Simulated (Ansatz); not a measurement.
Basis-set extrapolation for `[c]1ccccc1` radical (PBE0-D4/def2-TZVP geometry, frozen core, Ansatz 0.2.0). Multiplicity 2, UHF reference.

```csv
,def2-TZVPP,def2-QZVPP
HF,-230.144475,-230.153964
MP2 correlation,-0.863932,-0.921724
CCSD(T) correlation,-0.973982,not run
```

Energies in hartree. Use E(X) = E(∞) + A·exp(−7.88·√X) for Hartree–Fock and E(X) = E(∞) + B·X^(−2.97) for correlation, with X = 3 and 4, and add CCSD(T) minus MP2 of the smaller set to the MP2 limit.

Problem. What is the CCSD(T) energy at the basis-set limit?

Solution. HF limit: -230.153964 + (-0.009489) × 0.13774 = -230.15527. MP2 limit: -0.921724 + (-0.057792) × 0.74074 = -0.96453. Higher-order term: -0.973982 − (-0.863932) = -0.11005. Total: -231.22985 hartree, 69.9 kcal/mol below CCSD(T)/def2-TZVPP.

The UHF reference is spin-contaminated (⟨S²⟩ = 1.32, T1 = 0.045).
